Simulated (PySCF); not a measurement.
**Ne: ionisation energy**

Ne [Ne] (1S) → Ne⁺ [He] 2s2 2p5 (2P), as a difference of total energies. All numbers are calculated (PySCF 2.14, the non-relativistic Hamiltonian (point nucleus), in dyall-acv3z). Correlated levels: valence: 1s2 frozen; virtual orbitals above 40 to 60 times the deepest correlated orbital energy dropped. The calculations carry no spin-orbit coupling.

Task: Order these methods by the ionisation energy they give, lowest first.
A. SCS-MP2 (valence)
B. CCSD (valence)
C. MP2 (valence)
D. UHF

Result: D (19.661 eV), B (21.369 eV), A (21.496 eV), C (21.642 eV).

Errors of the correlated levels include the incompleteness of this basis and the frozen core.

For comparison: 21.597 eV (measured; NIST levels, between the centres of gravity of the two terms).
